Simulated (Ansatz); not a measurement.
**CHAl (singlet): from Hartree-Fock to the top rungs at distance Al1–H3 = 1.591 Å, 6-31G**

How much of the correlation energy of CHAl (singlet) does each wave-function method recover here?

The runs use Ansatz 0.2.0, Gaussian basis; 6-31G, core rule «outside noble gas», up to 6 orbitals frozen.

Plan: UHF; CCSD(T) on RHF; CCSD(T) on UHF; BCCD(T) on RHF; CISD; CCSDT(Q) on RHF; CCSDT(Q) on UHF; CISDTQ; CCSDTQ on RHF; CASSCF and MRCISD+Q, 2 electrons in 2 orbitals; CASSCF and NEVPT2, 2 electrons in 2 orbitals; CASSCF and MRCISD+Q, 8 electrons in 9 orbitals; CASSCF and MRCISD+Q(relaxed), 8 electrons in 9 orbitals; CASSCF and NEVPT2, 8 electrons in 9 orbitals; Full CI.

17 further runs of the same task are left out: 2 for a mislabelled method, 11 that didn't finish, 4 set aside as unsound or not needed.

**1. The geometry**

The geometry derives from a PBE0/def2-TZVP stationary point (not a proven minimum). One bond is set to the value named and the two fragments are kept rigid.

3 atoms, charge 0, spin multiplicity 1.

Atoms are counted from 1 here; the program's logs count them from 0.

Bond lengths: Al1–C2 1.924 Å, Al1–H3 1.591 Å. Angles: C2–Al1–H3 180.0°.

**2. UHF**

The input, in.yaml:

```yaml
crystal:
  periodic: [false, false, false]
  atoms:
    - {symbol: Al, position_ang: [0.000000, 0.000000, 0.110806]}
    - {symbol: C, position_ang: [0.000000, 0.000000, -1.812723]}
    - {symbol: H, position_ang: [0.000000, 0.000000, 1.701917]}
basis:
  gaussian: {orbitals: 6-31G}
magnetization: {spin_polarized: true, initial_magnetization: 0}
hamiltonian: {xc: hf}
output: {orbitals: {seedname: orbitals}}
```

The run is started by

```bash
ansatz run in.yaml --threads 1 --pin off --events-out ev --progress --plain --max-ram 2393MiB
```

After this run come: CCSD(T) on RHF; CCSD(T) on UHF; BCCD(T) on RHF; CISD; CCSDT(Q) on RHF; CCSDT(Q) on UHF; CISDTQ; CCSDTQ on RHF; CASSCF and MRCISD+Q, 2 electrons in 2 orbitals; CASSCF and NEVPT2, 2 electrons in 2 orbitals; CASSCF and MRCISD+Q, 8 electrons in 9 orbitals; CASSCF and MRCISD+Q(relaxed), 8 electrons in 9 orbitals; CASSCF and NEVPT2, 8 electrons in 9 orbitals; Full CI.

**Question.** What will the summary of the whole plan be? Wanted: FCI below the RHF energy; RMP2 from FCI; RCCSD from FCI; RCCSD(T) from FCI; RCCSDT(Q) from FCI; NEVPT2 valence from FCI; MRCISD+Q valence from FCI; MRCISD+Q(relaxed) valence from FCI; T1 diagnostic.

**Answer**, as computed:

| quantity | value |
| --- | --- |
| FCI below the RHF energy | -4.1111 eV |
| RMP2 from FCI | +24.42 kcal/mol |
| RCCSD from FCI | +6.82 kcal/mol |
| RCCSD(T) from FCI | +2.78 kcal/mol |
| RCCSDT(Q) from FCI | +0.80 kcal/mol |
| NEVPT2 valence from FCI | +5.91 kcal/mol |
| MRCISD+Q valence from FCI | +0.22 kcal/mol |
| MRCISD+Q(relaxed) valence from FCI | -0.09 kcal/mol |
| levels within 1 kcal/mol (43 meV) | RCCSDT(Q), RCCSDTQ, MRCISD valence, MRCISD+Q valence, MRCISD+Q(relaxed) valence |
| T1 diagnostic | 0.031 |
| effectively unpaired electrons | 2.11 |

In words: RCCSD(T) misses by +2.78 kcal/mol, 2.9 % of the correlation energy. MRCISD+Q(relaxed) valence falls below full CI: the +Q correction isn't variational, and the cores differ from full CI's. With 2.1 effectively unpaired electrons against 0 the state is strongly multireference. Coupled cluster on one determinant still stays close here. Of the multireference levels listed MRCISD+Q(relaxed) valence comes nearest in total energy (-0.09 kcal/mol), which doesn't show that its space is the better one. These misses are within one basis, not against nature.
